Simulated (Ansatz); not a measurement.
# H3O2: the cost of one run

Program: Ansatz 0.2.0. Level of theory: the levels named in each step. These are calculated values, not measurements.

### 1 The structure to begin with

Bond lengths: O1–H3 0.960 Å, O2–H5 0.960 Å.

As a file:

```xyz
5

O     0.4825    0.0547   -1.1405
O    -0.5157   -0.0469    1.1262
H     1.0030    0.8558   -1.0499
H    -0.0415    0.0097   -0.0177
H    -0.4338   -0.9881    1.2946
```

### 2 A rough first relaxation, PBE-D4/def2-SVPD

input.yaml

```yaml
crystal:
  periodic: [false, false, false]
  atoms:
    - { symbol: O, position_ang: [0.48246, 0.05466, -1.1405] }
    - { symbol: O, position_ang: [-0.51571, -0.04693, 1.1262] }
    - { symbol: H, position_ang: [1.00302, 0.85576, -1.04986] }
    - { symbol: H, position_ang: [-0.04149, 0.00972, -0.01768] }
    - { symbol: H, position_ang: [-0.43378, -0.98815, 1.2946] }
magnetization:
  spin_polarized: true
  initial_magnetization: 1
basis:
  gaussian: { orbitals: def2-SVPD }
hamiltonian:
  xc: pbe
  dispersion: d4
relax:
  f_tol: 0.03
  max_steps: 200
```

Started as:

```console
ansatz run input.yaml --threads 4 --pin off --max-ram 10240MiB --backend cpu --events-out ev --progress --plain --runs-dir out
```

**Question.** How long does this run take on 4 threads of Arm Neoverse N1, shared host, and how much memory does it need?

About 9.2 s, with a peak of 0.13 GiB.
